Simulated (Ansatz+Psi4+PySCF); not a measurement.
## singlet CO2: levels of theory in one basis

```xyz
3

C     0.0000    0.0000    0.0000
O     0.0000    0.0000    1.1787
O     0.0000    0.0000   -1.1787
```

Basis set: cc-pVTZ (spherical functions). Correlated methods keep 3 orbitals frozen. Charge 0, multiplicity 1.

Computed with Ansatz (development build ahead of 0.2.0) and Psi4 1.11; each method stands on the lowest determinant of its kind that the runs found.

```json
{"method": "RHF", "E − E(RHF) (eV)": "0.00", "<S²> of the determinant": "0.00"}
{"method": "RHF-MP2", "E − E(RHF) (eV)": "-16.50", "<S²> of the determinant": "–"}
{"method": "RHF-CCSD(T)", "E − E(RHF) (eV)": "-17.00", "<S²> of the determinant": "–"}
```

Question: What does RHF-CCSD give on the same scale?

Answer: -16.20 eV.
